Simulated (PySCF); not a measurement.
Rock-salt NaCl: correlation energy from several methods in one and the same small orbital space (PySCF; 2 atoms at the zone centre, 8 electrons in 55 orbitals, empty ones MP2 natural orbitals of a TZ basis, lattice constant set to 5.4709 Å). Its volume lies 9 % below that of the crystal's usual cell. It tests the methods against each other and lies far from the crystal's limit.

CCSDT(Q) gives -2.9297 eV per atom.

### Question
What share of it do MP2, CCSD, CCSD(T), CCSDT recover?

### Answer
MP2 82.1 %; CCSD 96.7 %; CCSD(T) 99.5 %; CCSDT 99.9 %.

| method | E_corr (eV per atom) | share of CCSDT(Q) (%) | difference (meV) |
|---|---|---|---|
| MP2 | -2.4064 | 82.1 | 523 |
| CCSD | -2.8319 | 96.7 | 98 |
| CCSD(T) | -2.9157 | 99.5 | 14 |
| CCSDT | -2.9267 | 99.9 | 3 |
| CCSDT(Q) | -2.9297 | 100.0 | 0 |

MP2, (T) and (Q) use filled levels shifted down by the Madelung term, which in so small a cell is a large part of the gap, so these rows hang on it.

CCSDT(Q) is the highest level reached here, not an exact value.
